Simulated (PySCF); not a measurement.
# Atomic charges against the basis set

Species: methoxyacetonitrile, C₃H₅NO.
Geometry (PBE0-D3(BJ)/def2-SVP, Å), atoms numbered from 1 in this order:
```
atom  x, y, z in Å
C1    -1.3475    0.0746    0.1077
O2    -0.4071   -0.3793   -0.8280
C3     0.8679   -0.5506   -0.3130
C4     1.5095    0.7143    0.0946
N5     1.9802    1.7191    0.4216
H6    -2.3147    0.1377   -0.4073
H7    -1.0884    1.0749    0.5008
H8    -1.4425   -0.6253    0.9608
H9     1.4872   -1.0126   -1.0972
H10    0.8802   -1.2297    0.5643
```

PBE0 throughout (PySCF), one geometry, spherical d and f functions. Geometry: PBE0-D3(BJ)/def2-SVP, one conformer, isolated molecule. Atoms taken as equivalent share a column and are averaged.

Mulliken charges (e):

```tsv
basis	functions	C1	O2	C3	C4	N5	H6/H7/H8	H9/H10
pcSseg-0	55	-0.322	-0.660	+0.048	+0.043	-0.378	+0.234	+0.284
cc-pVDZ	95	+0.048	-0.301	+0.164	-0.096	-0.132	+0.052	+0.081
aug-cc-pVDZ	160	+0.747	-0.572	+0.863	+0.044	-0.330	-0.154	-0.145
cc-pVTZ	220	-0.106	-0.238	+0.034	-0.118	-0.055	+0.087	+0.111
IGLO-III	225	-0.215	-0.267	-0.022	+0.119	-0.291	+0.129	+0.145
```

IAO charges (e):

```tsv
basis	functions	C1	O2	C3	C4	N5	H6/H7/H8	H9/H10
pcSseg-0	55	-0.228	-0.344	-0.100	+0.099	-0.214	+0.145	+0.176
cc-pVDZ	95	-0.205	-0.356	-0.079	+0.103	-0.218	+0.139	+0.169
aug-cc-pVDZ	160	-0.213	-0.370	-0.081	+0.114	-0.232	+0.144	+0.175
cc-pVTZ	220	-0.214	-0.369	-0.081	+0.113	-0.230	+0.144	+0.174
IGLO-III	225	-0.215	-0.372	-0.083	+0.116	-0.234	+0.145	+0.176
```

Some averages cover members that differ in this geometry, most widely: H6/H7/H8, Mulliken in aug-cc-pVDZ -0.282 to -0.086; H9/H10, Mulliken in aug-cc-pVDZ -0.227 to -0.064; H6/H7/H8, Mulliken in cc-pVTZ +0.064 to +0.115; H6/H7/H8, Mulliken in IGLO-III +0.107 to +0.151 e.

Q: Which scheme is steadiest as the basis changes?

A: Largest range over the bases for any column: IAO 0.03 e, Mulliken 1.07 e. IAO charges move least and Mulliken charges most, counted in e.

Q: How much do the charges still move between the two largest bases, cc-pVTZ and IGLO-III?

A: At most, over all atoms: Mulliken 0.236 e, IAO 0.004 e.

Q: What do the same runs give for the total energy, the frontier levels and the dipole moment?

A: 
```tsv
basis	energy (Eh)	HOMO (eV)	LUMO (eV)	μ (D)
pcSseg-0	-246.3903	-8.30	0.15	3.23
cc-pVDZ	-246.9875	-8.24	0.43	3.08
aug-cc-pVDZ	-247.0050	-8.49	-0.33	3.30
cc-pVTZ	-247.0599	-8.45	0.14	3.24
IGLO-III	-247.0725	-8.51	-0.08	3.31
```

The dipole is fixed by the density alone, so its range of 0.23 D shows that the density itself changes with the basis, not only its division among atoms.
